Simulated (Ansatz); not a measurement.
SiN2H6 (SMILES NN[SiH3]): methods side by side

The species is SiN2H6 (9 atoms), meant as a singlet with charge 0. SMILES: `NN[SiH3]`. Geometry: optimised at B3LYP/def2-SVP. This is one conformer, not always the lowest.

Quantity: the adiabatic ionisation energy (to the doublet cation, shapes relaxed at B3LYP/def2-SVP, no zero-point term), in eV. The values are calculated.

```
           level                 kind  program  value (eV)  CPU time (all runs)
    HF/def2-TZVP         Hartree–Fock   Ansatz        6.58                2.4 s
   PBE/def2-TZVP                  GGA   Ansatz        7.41                4.5 s
r2SCAN/def2-TZVP             meta-GGA   Ansatz        7.41                7.6 s
 B3LYP/def2-TZVP        global hybrid   Ansatz        7.53                5.8 s
   MP2/def2-TZVP  perturbation theory   Ansatz        7.58                3.9 s
```

The values span 6.58 to 7.58 eV. CPU times are rough (shared hosts, several kinds of processor): they show what a rung costs within a factor of a few.
